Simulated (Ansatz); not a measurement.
H3O2Si, SMILES O[SiH]O, a composite energy at a relaxed geometry

Program: the Ansatz DFT code, driven from Python.

The script reads `h3o2si.xyz`:
```text
6

O    -1.02349   -0.62929   -0.23192
Si    0.43910    0.06916   -0.51885
O     1.24893   -0.05441    0.87677
H    -1.66627   -0.72172   -0.92596
H     0.24043    1.46326   -0.89963
H     0.76129   -0.12700    1.69959
```

Run as a notebook:

```python
import itertools

import ansatz as az
from ase.data import atomic_numbers, covalent_radii
import numpy as np
```

```python
system = az.Crystal.molecule_from_extxyz("h3o2si.xyz")

calculation = system.calculation().basis(gaussian="def2-SVP").functional("pbe0").spin("collinear", total=1)
symbols = [site.symbol for site in system.cartesian_sites]
start = np.array([site.position_ang for site in system.cartesian_sites], dtype=float)
data = calculation.relax(force_tolerance=0.01).run(threads=1).report
end = np.array(data["positions_ang"])
# pairs closer than 1.2 times the sum of covalent radii, before or after
radius = [covalent_radii[atomic_numbers[s]] for s in symbols]
span = lambda where, i, j: np.linalg.norm(where[i] - where[j])
bonded = [(i, j) for i, j in itertools.combinations(range(len(symbols)), 2) if min(span(start, i, j), span(end, i, j)) < 1.2 * (radius[i] + radius[j])]
print("pair        before    after (A)")
for i, j in bonded:
    print(f"{symbols[i]}{i}-{symbols[j]}{j}".ljust(10), f"{span(start, i, j):8.4f} {span(end, i, j):8.4f}")
for first, second in list(itertools.combinations(bonded, 2)):
    shared = set(first) & set(second)
    if shared and symbols[(j := shared.pop())] != "H":
        i, k = sorted((set(first) | set(second)) - {j})
        u, v = end[i] - end[j], end[k] - end[j]
        angle = np.degrees(np.arccos(np.clip(u @ v / np.linalg.norm(u) / np.linalg.norm(v), -1, 1)))
        print(f"final angle {symbols[i]}{i}-{symbols[j]}{j}-{symbols[k]}{k}: {angle:.2f} deg")

minimum = az.Crystal.molecule()
for symbol, place in zip(symbols, end):
    minimum = minimum.atom(symbol, place.tolist())
at_minimum = minimum.calculation().spin("collinear", total=1)
# MP2 extrapolated to the basis limit, plus the small-basis difference CCSD(T) - MP2
level = lambda method, basis: at_minimum.basis(gaussian=basis).correlation(method).run(threads=1).report
small, large, cluster = level("mp2", "cc-pVDZ"), level("mp2", "cc-pVTZ"), level("ccsd_t", "cc-pVDZ")
corr = lambda each: (each["free_energy_ev"] - each["reference_energy_ev"]) / 27.211386246
mp2_limit = (27 * corr(large) - 8 * corr(small)) / 19
pieces = {"HF / cc-pVTZ": large["reference_energy_ev"] / 27.211386246, "MP2 correlation, DZ-TZ limit": mp2_limit, "CCSD(T) - MP2 / cc-pVDZ": corr(cluster) - corr(small)}
for name, value in pieces.items():
    print(f"{name:32s} {value:14.6f} Ha")
print(f"{'sum':32s} {sum(pieces.values()):14.6f} Ha")
print("T1 diagnostic", round(cluster["correlation"]["coupled_cluster"]["t1_diagnostic"], 4))
```

    pair        before    after (A)
    O0-Si1       1.6460   1.6711
    O0-H3        0.9505   0.9618
    Si1-O2       1.6183   1.6601
    Si1-H4       1.4588   1.5020
    O2-H5        0.9592   0.9625
    final angle Si1-O0-H3: 116.17 deg
    final angle O0-Si1-O2: 107.69 deg
    final angle O0-Si1-H4: 112.46 deg
    final angle O2-Si1-H4: 104.20 deg
    final angle Si1-O2-H5: 116.12 deg
    HF / cc-pVTZ                        -440.533768 Ha
    MP2 correlation, DZ-TZ limit          -0.641607 Ha
    CCSD(T) - MP2 / cc-pVDZ               -0.031091 Ha
    sum                                 -441.206466 Ha
    T1 diagnostic 0.0154

Total energies depend on the basis set; only differences at equal settings carry meaning. The sum leaves out core correlation, relativity, the Hartree-Fock basis error and zero-point energy; a DZ-TZ extrapolation is rough. The run takes the species as open-shell (spin multiplicity 2), which needn't be its ground state. Inner cores stay frozen, so this is valence correlation. For Al to Cl the sets with a tight d function, cc-pV(X+d)Z, are usual. An extrapolation from small basis sets is rough. Run time: 50 s on 1 thread of Arm Neoverse V1, with other jobs on the host, peak memory 0.32 GiB.
